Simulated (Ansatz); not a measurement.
```yaml
crystal:
  periodic: [false, false, false]
  atoms:
    - {symbol: C, position_ang: [-0.134572, -0.142783, 0.240204]}
    - {symbol: H, position_ang: [0.123771, 0.828163, 0.428124]}
    - {symbol: H, position_ang: [-0.720745, -0.098798, -0.596011]}
    - {symbol: H, position_ang: [-0.084572, -0.092783, 0.290204]}
basis:
  gaussian: {orbitals: cc-pVDZ, final_grid: {core_spheres: 8, valence_spheres: 7, degree: 23}, point_charges: [{charge: 2.00, position_ang: [3.701, -0.800, 0.678]}]}
total_charge: -1
hamiltonian: {xc: {name: rPW86-PBE}}
```

```sh
$ ansatz run in.yaml --threads 2 --pin off --events-out ev --progress --plain --max-ram 20480MiB --backend cpu
```

Output, abridged:

```
Functional definition: rPW86-PBE
354 factors; their error is unknown
mean field evaluation 1: about -407.4637 eV, gradient 1.1e2 eV
mean field evaluation 2: about -337.7217 eV, gradient 1.4e2 eV
mean field evaluation 4: about -429.7764 eV, gradient 6.9e0 eV
mean field evaluation 8: about -431.0761 eV, gradient 2.6e0 eV
mean field evaluation 16: about -431.0775 eV, gradient 4.3e-5 eV
mean field -431.07749248 eV, -15.8418056539 hartree, gradient 4.3e-5 eV, S^2 0.000000; 0 other end points of the search recorded, 0 dependent functions left out
reference -431.07754314 eV, -15.8418075154 hartree; 5, 5 occupied and 24, 24 virtual orbitals, 354 factors
Total energy: -431.07754314 eV, -15.8418075154 hartree
```

**Question.** What is wrong with this run?

**Answer.** One atom was put on top of another. The calculation finished and met its thresholds. The result belongs to that input, not to the molecule as meant.
